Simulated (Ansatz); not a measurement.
C3H5NO, SMILES `NC1CC1=O`, relaxed with RKS PBE-D4/def2-SVP in the Gaussian-basis code of Ansatz from a rough embedded geometry. The force threshold is 0.03 eV/Å; the program also tests the step.

The species carries charge 0 and has multiplicity 1.

Start:

```xyz
10

N     1.338    0.228    0.548
C    -0.048   -0.005    0.648
C    -0.714   -0.860   -0.347
C    -0.956    0.568   -0.451
O    -0.630    1.374   -1.293
H     1.656    0.376   -0.474
H     1.614    1.127    0.949
H    -0.485    0.026    1.618
H    -0.165   -1.374   -1.164
H    -1.611   -1.459   -0.033
```

(1) How much energy does the relaxation release, and in how many steps? (Best estimate.)

(2) Which bonds change most? (Best estimate.)

(3) Give the relaxed structure. (Estimate.)

Results:

(1) Ansatz gave: 91.92 kJ/mol, in 14 steps.

(2) The calculation gave: C2–C3 from 1.472 to 1.572 Å; N1–H6 from 1.081 to 1.030 Å; C2–C4 from 1.537 to 1.488 Å; C2–H8 from 1.064 to 1.105 Å.

(3) The calculation gave: 
```xyz
10

N     1.414    0.190    0.593
C    -0.026    0.101    0.566
C    -0.747   -0.891   -0.418
C    -0.836    0.581   -0.587
O    -1.063    1.479   -1.368
H     1.776    0.342   -0.359
H     1.699    1.021    1.129
H    -0.479    0.104    1.574
H    -0.161   -1.465   -1.162
H    -1.578   -1.463    0.031
```
